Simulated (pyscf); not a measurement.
Optimised with ωB97X-D3(BJ)/def2-SVP in PySCF.

Task: Estimate the classical barrier height and the reaction energy of `[O]=[As][OH]` + `[H][H]` → `[O]=[AsH]` + `[OH2]` at ωB97X-D3(BJ)/def2-TZVP. The step runs on the singlet surface, breaks As–O, H–H and forms As–H, H–O; take the separated reactants as zero.

Result: ΔE‡ = 38.3 kcal/mol, ΔE = +20.1 kcal/mol. ωB97M-D3(BJ)/def2-TZVP gives 38.0 kcal/mol and +18.9 kcal/mol. Zero-point energy shifts the barrier by +2.2 kcal/mol. It is a four-centre exchange, with an imaginary mode of 1582i cm⁻¹. On the product side the descent ends in a bound adduct, 10.8 kcal/mol under the separated species and 29.0 kcal/mol under the saddle at ωB97X-D3(BJ)/def2-TZVP. At the saddle there is also a short As–H contact that neither side keeps. O=AsH lies 7.5 kcal/mol over its isomer HO–As: [triplet] (electronic energy, ωB97M-D3(BJ)/def2-TZVP). This is the saddle that the search found; another between the same sides may lie lower. Elements up to Kr have no core potential and no relativistic terms here.
